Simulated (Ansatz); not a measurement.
The first iterations of a band of BClH4S (7 atoms, charge 0, multiplicity 1).

Level of theory: RKS PBE0-D4/def2-SVP in Ansatz.

| Item | Value |
| --- | --- |
| movable images | 7 |
| climbing image | yes |
| spring | 5.0 eV/Å² |
| optimiser | quadratic models (default) |
| start path | through a guess of the saddle point |
| force threshold | 0.05 eV/Å |
| iteration limit | 60 |
| end points | relaxed |

First end point:

```xyz
7
Properties=species:S:1:pos:R:3
B 0.116 0.028 0.085
H 0.188 -0.705 1.045
Cl 1.469 -0.158 -1.127
H -0.977 0.227 -0.397
S 0.506 1.908 0.866
H 1.673 1.659 1.504
H -0.215 1.893 2.013
```

Last end point:

```xyz
7
Properties=species:S:1:pos:R:3
B 0.303 0.866 -0.413
H -0.338 -0.788 2.324
Cl 1.445 -0.454 -0.566
H -0.826 0.718 -0.798
S 0.727 2.445 0.288
H 2.022 2.176 0.573
H -0.574 -0.112 2.581
```

| iteration | highest image above the first end (eV) | largest band force component (eV/Å) |
| --- | --- | --- |
| 1 | 3.387 | 4.627 |
| 2 | 2.131 | 2.891 |
| 3 | 1.055 | 1.530 |

Problem. Does the band converge within its limit, and where does its top end?

Solution. The forces met the threshold. It ended after 11 iterations with the highest image 0.713 eV above the first end. A vibrational analysis at the climbing image gives one clearly imaginary mode, 772i cm⁻¹: a first-order saddle point. The orbitals stay closed-shell, which can raise the energy where a bond breaks towards radicals; this wasn't checked here.

The run took 2.2 min on 1 thread of Intel(R) Xeon(R) Platinum 8488C (Sapphire Rapids), with other jobs on the host, peak memory 0.15 GiB.
